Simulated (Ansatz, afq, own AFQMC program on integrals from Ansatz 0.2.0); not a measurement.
## Ga, doublet → Ga, quartet

A free Ga atom.

E(quartet, charge +0) − E(doublet, charge +0) at this geometry, on UHF and UHF determinants.

Basis aug-cc-pVTZ. Only valence electrons are correlated. AFQMC by an in-house program on the Cholesky factors that Ansatz 0.2.0 writes for its CCSD(T) run. The CISD trial takes its coefficients from CCSD amplitudes. Released means that phaseless walkers are propagated on without the constraint, phases kept. Error bars are statistical, one sigma. No spin–orbit coupling. The errors of all members are added in quadrature.

Full CI on the same integrals is exact in this basis and with this determinant's frozen core.

Errors are counted within aug-cc-pVTZ, not against nature.

Cautions: inner d shell frozen; no relativity below Rb; no spin-orbit coupling; Ga (quartet): another spin lies lower.

Reference (full CI): 93.5 kcal/mol.

| level | vertical spin gap (kcal/mol) | error against FCI (kcal/mol) |
| --- | --- | --- |
| HF | 71.0 | -22.4 |
| MP2 | 87.1 | -6.3 |
| CCSD | 92.8 | -0.7 |
| CCSD(T) | 93.3 | -0.2 |
| ph-AFQMC/HF | 92.1 ± 0.3 | -1.4 ± 0.3 |
| ph-AFQMC/CISD | 93.4 ± 0.02 | -0.1 ± 0.02 |
| released AFQMC | 93.5 ± 0.01 | 0.0 ± 0.01 |

Correlation beyond CCSD(T) adds 0.2 kcal/mol. The perturbative (T) step is worth +0.5 kcal/mol.

A walk keeps the symmetry of its determinant, which the program's search chose and which needn't be the lowest solution, so a lower state of the same spin and another symmetry isn't excluded. Released energies are given only where the last usable release times agree within the noise; a slower fall can still hide under it.
